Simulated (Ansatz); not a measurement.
## Relaxing TlBr2

Method: Ansatz, DFT r2SCAN, scalar-relativistic, plane waves, PAW. Cutoff 500 eV, Γ-centred k mesh, Gaussian smearing, no spin polarisation in the final step.

The start puts TlBr2 on the cadmium chloride structure type (R-3m, No. 166), with Tl in place of Cd, Br in place of Cl, at a guessed volume.

```
Tl Br
1.0
     2.05986    1.18926    6.22130
    -2.05986    1.18926    6.22130
     0.00000   -2.37852    6.22130
Tl Br
1 2
Direct
  0.00000 0.00000 0.00000
  0.75000 0.75000 0.75000
  0.25000 0.25000 0.25000
```

Steps on the 6×6×6 mesh (3 atoms). 4 of 4 steps are shown, and the free energy counts from the last. Trial steps that were taken back and renewals of the plane-wave basis can be among the rows.

| step | ΔF (meV/atom) | V (Å³/atom) | P (GPa) | largest force component (eV/Å) |
| --- | --- | --- | --- | --- |
| 1 | 102.6 | 30.48 | 6.39 | 1.140 |
| 2 | 1.6 | 32.61 | 0.03 | 0.077 |
| 3 | 0.3 | 32.93 | 0.09 | 0.005 |
| 4 | 0.0 | 32.93 | 0.09 | 0.005 |

A final relaxation ran on a 12×12×12 mesh. The relaxed crystal, R-3m (No. 166):

```
Tl Br
1.0
     2.14051    1.23582    6.27712
    -2.14051    1.23582    6.27712
     0.00000   -2.47165    6.27712
Tl Br
1 2
Cartesian
  0.0000 0.0000 0.0000
  0.0000 0.0000 14.2835
  0.0000 0.0000 4.5479
```

```yaml
Volume_per_atom: 33.2 Å³
Density: 6.1 g/cm³
Energy_over_the_elements: -0.59 eV/atom
Gap_on_the_12×12×12_mesh: 0 eV (a metal)
```

The zero of energy is the elements' standard structures at the same level; no fitted shifts are applied.

The final run used a 12×12×12 mesh on its 3-atom cell and 0.10 eV smearing. For metals, differences of a few meV/atom aren't resolved. Weakly bound directions are ill-defined at this level, which has no dispersion term. Spin–orbit coupling is left out.

Symmetry constrained the relaxation, so the result can be a saddle point.

Cost: 3 runs of about 5.1 core-minutes in all, on Arm Neoverse V1 (shared hosts).